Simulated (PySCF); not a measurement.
An unknown shows these calculated signals:

¹H NMR (300 MHz, computed): δ 9.74 (br s, 1H), 4.80 (m, 1H), 3.14 (m, 1H), 3.00 (m, 1H), 3.00 (m, 1H), 2.72 (m, 1H).

¹³C{¹H} NMR (computed): δ 176.5 (C, d, J = 21.8 Hz), 79.0 (CH, d, J = 273.3 Hz), 50.0 (CH2, d, J = 20.7 Hz), 48.4 (CH2, d, J = 21.3 Hz).

PySCF calculation with PBE0/pcSseg-1 with gauge-including orbitals, J: B3LYP/pcJ-1 (spin–dipole term only in couplings to heteroatoms) and PBE0-D3(BJ)/def2-SVP structure; single conformer, non-relativistic, no solvent model.

Scale: TMS for ¹H, ¹³C (reference shieldings calculated alike).

Task: Which of these does the molecule contain: an aldehyde, a (CH3)2CH unit, a non-aromatic C=C double bond, an NH or NH2 group?

Result: 
- An aldehyde: no.
- A (CH3)2CH unit: no.
- A non-aromatic C=C double bond: no.
- An NH or NH2 group: yes (δH 9.74 (br s)).

The data belong to `N=C1CC(F)C1`, C4H6FN; they needn't prove each group on their own.

Carbon signals by region: 1 in the far downfield region (above 160 ppm), 1 at 50–100 ppm, 2 below 50 ppm. Above 160 ppm: 176.5, C=N carbon.

OH and NH positions are those of a molecule without intermolecular hydrogen bonds; in solution they move with solvent, concentration and temperature, and exchange usually removes their couplings. Common functionals overestimate the size of one-bond C–F couplings by tens of Hz; these are unscaled. Multiplet labels drop couplings under 1 Hz and merge nearly equal ones. Unscaled 3J(H,H) at this level run about 10 % above measured values. Shifts are as computed. Against solution values, carbons near 30 ppm lie about +2 ppm off and those near 130 ppm about +5 ppm. Of 1211 compounds with measured shifts, 218 miss one by over three times the rms of a fit or turn the order of signals round; such compounds aren't used in these exercises. Only one conformer was computed, so three-bond couplings in flexible chains and rings are approximate.
